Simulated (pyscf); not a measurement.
H₂N–AlH–OH + silane (SiH₄) → H₂N–AlH₂ + silanol (HO–SiH₃) (four-centre exchange; singlet surface; Al–O, H–Si broken, Al–H, O–Si formed). PySCF, gas phase, ωB97X-D3(BJ)/def2-SVP geometries. Energies in kJ/mol from the separated reactants.

```
level                   barrier  reaction energy
----------------------  -------  ---------------
ωB97X-D3(BJ)/def2-TZVP      [?]              [?]
PBE/def2-TZVP              26.0            +54.7
r²SCAN/def2-TZVP           20.8            +56.8
B3LYP-D3(BJ)/def2-TZVP     30.4            +54.5
PBE0-D3(BJ)/def2-TZVP       [?]            +53.8
ωB97M-D3(BJ)/def2-TZVP     26.9            +53.2
```

Problem. Complete the blanks.

Solution. 
- ωB97X-D3(BJ)/def2-TZVP, barrier: 14.0
- ωB97X-D3(BJ)/def2-TZVP, reaction energy: +53.5
- PBE0-D3(BJ)/def2-TZVP, barrier: 17.0

On the reactant side the descent ends in a complex (not fully relaxed), 18.1 kJ/mol under the separated species and 32.2 kJ/mol under the saddle at ωB97X-D3(BJ)/def2-TZVP. On the product side the descent ends in an adduct with a Al–O contact (not fully relaxed), 78.8 kJ/mol under the separated species and 39.4 kJ/mol under the saddle at ωB97X-D3(BJ)/def2-TZVP. At ωB97X-D3(BJ)/def2-TZVP, PBE, r²SCAN, B3LYP-D3(BJ), PBE0-D3(BJ), ωB97M-D3(BJ) the saddle lies under the separated products, which points to a path from their complex (located at ωB97X-D3(BJ) alone), and parting the products costs more than the saddle. What is counted as broken (Al–O) persists as a longer contact in the product adduct; parting that adduct is a step of its own. This is the saddle that the search found; another between the same sides may lie lower.
